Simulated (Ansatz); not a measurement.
Input file:

```yaml
crystal:
  periodic: [false, false, false]
  atoms:
    - {symbol: Al, position_ang: [0.000000, -0.193934, 1.685466]}
    - {symbol: C, position_ang: [0.000000, 0.906488, 0.037552]}
    - {symbol: Cl, position_ang: [0.000000, -0.214382, -1.285968]}
    - {symbol: H, position_ang: [0.000000, 1.930244, -0.333401]}
basis:
  gaussian: {orbitals: cc-pVDZ}
total_charge: 1
magnetization: {spin_polarized: true, initial_magnetization: 0}
hamiltonian: {xc: hf}
output: {orbitals: {seedname: orbitals}}
```

```sh
$ ansatz run in.yaml --threads 1 --pin off --events-out ev --progress --plain --max-ram 2393MiB
```

The program prints:

```
555 factors; integrals over basis functions are off by at most 1.2e-3 eV
mean field evaluation 1: about -20112.4200 eV, gradient 2.9e1 eV
mean field evaluation 2: about -20112.4959 eV, gradient 2.8e1 eV
mean field evaluation 4: about -20120.4170 eV, gradient 1.5e1 eV
mean field evaluation 8: about -20122.9610 eV, gradient 5.2e-1 eV
mean field evaluation 16: about -20123.0680 eV, gradient 7.0e-1 eV
mean field evaluation 32: about -20123.2863 eV, gradient 1.6e-3 eV
mean field evaluation 64: about -20119.3902 eV, gradient 6.9e-5 eV
mean field evaluation 96: about -20122.5992 eV, gradient 6.1e0 eV
mean field evaluation 128: about -20119.4079 eV, gradient 1.7e1 eV
mean field evaluation 160: about -20122.9596 eV, gradient 2.8e-1 eV
mean field evaluation 192: about -20114.2495 eV, gradient 1.4e1 eV
mean field evaluation 224: about -20119.9132 eV, gradient 7.8e0 eV
mean field evaluation 256: about -20119.1776 eV, gradient 6.9e0 eV
mean field evaluation 288: about -20119.8187 eV, gradient 1.6e0 eV
mean field evaluation 320: about -20115.4928 eV, gradient 2.0e1 eV
mean field evaluation 352: about -20122.9665 eV, gradient 2.4e-6 eV
mean field -20123.57277277 eV, -739.5276591517 hartree, gradient 2.4e-6 eV, S^2 1.019720; 8 other end points of the search recorded, 0 dependent functions left out
reference -20123.57277277 eV, -739.5276591517 hartree; 18, 18 occupied and 37, 37 virtual orbitals, 555 factors
Total energy: -20123.57277277 eV, -739.5276591517 hartree
```

Ran on 1 thread of Arm Neoverse V1, shared host: 3.5 s wall, 0.24 GiB peak host memory.
